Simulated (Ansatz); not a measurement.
## How far each method lies from full CI for Se, triplet

A free Se atom.

Basis cc-pVTZ; Ansatz 0.2.0. Only valence electrons are correlated (noble-gas cores and the filled d shells of p-block atoms frozen), which leaves 6 electrons in 29 orbitals. R marks a restricted (for open shells ROHF) determinant. Active spaces: valence = (6e, 4o) chosen from the atoms' valence shells. No spin–orbit coupling is included, and no scalar relativity.

Full CI is exact within this basis and frozen core; it isn't the basis-set limit.

For open shells CISD is restricted-active-space CI with the open shells as a complete middle space.

* UHF ⟨S²⟩: 2.010
* T1 diagnostic (RCCSD): 0.0146
* largest doubles amplitude (RCCSD): 0.055

Task: From what is known of these methods and the diagnostics, rank them by the size of their error in total energy against full CI in cc-pVTZ, smallest first (an estimate: the text doesn't fix the numbers).
A. RCCSD
B. CISD
C. MRCISD (valence space)
D. RCCSDT(Q)
E. RCCSD(T)

Result: D (0.0 kJ/mol), E (1.8 kJ/mol), A (11.7 kJ/mol), B (17.9 kJ/mol), C (21.4 kJ/mol).

All errors are against full CI in cc-pVTZ. Below it: RCCSDT(Q). Within each family the higher level lies nearer, as is usual though not guaranteed.

Natural occupations of full CI about the gap: 1.956 1.944 0.991 0.991 0.018 0.017 0.017 0.013 0.013 0.010; effectively unpaired electrons, Σ n²(2−n)², 2.02.
